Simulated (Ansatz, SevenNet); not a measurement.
For zinc-blende AlAs, the machine-learned potential SevenNet-l3i5 (trained on PBE and PBE+U data) gives:

| Quantity | Value |
|---|---|
| lattice parameter a | 5.735 Å |
| elastic constant C11 | 92.6 GPa |
| elastic constant C44 | 40.6 GPa |
| Voigt–Reuss–Hill shear modulus | 31.2 GPa |
| enthalpy of formation | -0.507 eV/atom |

What does HSE06 in Ansatz (PAW) give for the same quantities?


- lattice constant a: 5.682 Å (falls by 0.9 %)
- elastic constant C11: 117 GPa (grows by 26 %)
- elastic constant C44: 57.0 GPa (goes up by 40 %)
- Voigt–Reuss–Hill shear modulus: 44.4 GPa (grows by 42 %)
- formation enthalpy: -0.610 eV/atom (moves by -0.103 eV/atom)

For comparison: lattice constant a 5.649 Å (measured, static lattice: zero-point anharmonic expansion removed; as tabulated in Mejia-Rodriguez and Trickey (2018), arXiv:1807.09216); elastic constant C11 120 ± 1 GPa (measured, temperature not stated, no zero-point or thermal correction; as tabulated in Krieger et al. (1995), doi:10.1063/1.114098); elastic constant C44 56.6 ± 0.7 GPa (measured, temperature not stated, no zero-point or thermal correction; as tabulated in Krieger et al. (1995), doi:10.1063/1.114098); formation enthalpy -0.61 eV/atom (measured, 298 K, not corrected to a static lattice; as tabulated in Zhang et al. (2018), doi:10.1038/s41524-018-0065-z).

Changes are worked out from the printed values.

Unless a cell is named, each level is at its own relaxed cell (SevenNet-l3i5 23.57, HSE06 22.93 Å³/atom).

Caveats: hybrids on metals are sensitive to the k mesh and can open a false gap (HSE06). Ansatz's density-functional and Hartree–Fock values are scalar-relativistic unless marked +SOC, with PAW data made under PBE.

Ansatz is a program for electronic structure.
